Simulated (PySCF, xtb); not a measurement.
Protons, H atoms and electrons added to or taken from CN. Isolated molecules, 0 K electronic values unless said otherwise. One relaxed conformer stands for each flexible species; it need not be the lowest. Strings in code marks are SMILES.

Quantity: bond dissociation enthalpy (X–H) at 298 K, in kJ/mol. Enthalpy corrections at 298 K come from GFN2-xTB frequencies (xtb).

Level 1: PBE-D3(BJ)/def2-TZVP // PBE0-D4/def2-TZVP (PySCF)
Level 2: B3LYP/6-311+G** // PBE0-D4/def2-TZVP (PySCF)
Level 3: BP86/6-31G* // PBE0-D4/def2-TZVP (PySCF)
Level 4: PBE/6-31G* // PBE0-D4/def2-TZVP (PySCF)

```tsv
species	level 2	level 3	level 4
H atom removed from N2: `[NH]C`	401.8	400.4	390.7
H atom removed from C1: `[CH2]N` (H–C–N–H torsion 39°)	373.3	385.4	375.2
```

### Question
What does level 1 give for each?

### Answer

- H atom removed from N2: `[NH]C`: 397.2
- H atom removed from C1: `[CH2]N` (H–C–N–H torsion 39°): 365.5
